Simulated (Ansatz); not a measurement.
Basis-set series for C2H2FNS, SMILES `NC1=C(F)S1`. Total charge 0; spin multiplicity 1. The geometry is a stationary point of PBE0-D4/def2-TZVP. It is one conformer, not always the lowest.

```tsv
functional	basis	functions	energy (Eh)	HOMO (eV)	LUMO (eV)
PBE0-D4	def2-SVP	84	-629.40434	-5.95	-1.34
PBE0-D4	def2-QZVPP	358	-629.84076	-6.23	-1.68
ωB97M-V	def2-SVP	84	-629.69051	-8.13	0.90
ωB97M-V	def2-QZVPP	358	-630.13197	-8.47	0.43
```

Give the rows for def2-TZVPP. (An estimate is asked.)

The calculation gave: 
```json
{"functional": "PBE0-D4", "basis": "def2-TZVPP", "functions": "194", "energy (Eh)": "-629.81657", "HOMO (eV)": "-6.18", "LUMO (eV)": "-1.60"}
{"functional": "ωB97M-V", "basis": "def2-TZVPP", "functions": "194", "energy (Eh)": "-630.10929", "HOMO (eV)": "-8.41", "LUMO (eV)": "0.55"}
```

Positive LUMOs are unbound and depend on the basis.

All numbers were calculated with Ansatz.
